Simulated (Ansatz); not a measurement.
Zinc-blende HgS (metastable phase): LDA at its full settings (plane-wave cutoff 520 eV, 10×10×10 k mesh, Fermi–Dirac smearing 0.01 eV, scalar-relativistic PAW data made under PBE) and at cheaper ones, in a cell of 2 atoms with Γ-centred meshes.

```json
[
 {"level and setting": "LDA (Ansatz)", "equilibrium lattice constant a (Å)": "5.812", "bulk modulus (GPa)": "67.4"},
 {"level and setting": "LDA (2×2×2 k mesh) (Ansatz)", "equilibrium lattice constant a (Å)": "5.930", "bulk modulus (GPa)": "51.8"},
 {"level and setting": "LDA (4×4×4 k mesh) (Ansatz)", "equilibrium lattice constant a (Å)": "5.821", "bulk modulus (GPa)": "66.3"}
]
```

Largest shifts from the full settings: lattice constant a +2.03 % (LDA (2×2×2 k mesh)), against a difference of -0.50 % of the full result from the reference 5.841 Å (measured, 295 K, no zero-point or thermal correction; as tabulated in Cardona et al. (2009), arXiv:0908.2634); bulk modulus -23 % (LDA (2×2×2 k mesh)).

Ansatz's density-functional and Hartree–Fock values are scalar-relativistic unless marked +SOC, with PAW data made under PBE.

Run with cheap settings on purpose, which may leave them unconverged: LDA (2×2×2 k mesh), LDA (4×4×4 k mesh).

Ansatz is a first-principles code.
